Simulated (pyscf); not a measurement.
PySCF, gas phase, ωB97X-D3(BJ)/def2-SVP geometries.

Problem. For the elementary gas-phase step `[CH3][CH2][GaH2]` → `[CH3][CH2][Ga]` [singlet] + `[H][H]` (singlet surface; Ga–H, Ga–H broken, H–H formed), what barrier and reaction energy does ωB97M-D3(BJ)/def2-TZVP give, measured from the reactant's lowest minimum found?

Solution. ΔE‡ = 261.8 kJ/mol, ΔE = +76.0 kJ/mol. Zero-point energy shifts the barrier by -7.5 kJ/mol. It is a 1,1-elimination, with an imaginary mode of 1427i cm⁻¹. H₃C–CH₂–GaH₂ lies 45.8 kJ/mol over its isomer H₃C–GaH–CH₃ (electronic energy, ωB97M-D3(BJ)/def2-TZVP). One saddle was located; it need not be the lowest between these sides. Elements up to Kr have no core potential and no relativistic terms here.
